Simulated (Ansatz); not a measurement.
Two shapes of singlet CH4S.

Shape 1:

```xyz
6

C    -0.0258   -0.0088   -1.1099
S     0.0283   -0.0187    0.6579
H    -0.0118   -1.1245   -1.4832
H    -0.9293    0.4768   -1.5148
H     0.8967    0.4321   -1.5932
H    -0.0475    1.2636    0.8444
```

Shape 2:

```xyz
6

C     0.0000   -0.0252   -1.0566
S     0.0000   -0.0548    0.6104
H     0.0000   -0.9906   -1.3562
H    -0.8279    0.4219   -1.4268
H     0.8279    0.4219   -1.4268
H     0.0000    1.1751    0.7837
```

Basis set: cc-pVTZ (spherical functions). Left uncorrelated: 6 orbitals. Charge 0, multiplicity 1.

Computed with Ansatz (development build ahead of 0.2.0); each method stands on the lowest determinant of its kind that the runs found.

(1) Which shape is lower in energy, and by how much in each method?

Results:

(1)

| method | E(2) − E(1) (eV) |
| --- | --- |
| RHF | 0.510 |
| RHF-MP2 | 0.575 |

Shape 1 is lower. Caution: no unrestricted run beside it, a lower state can exist.
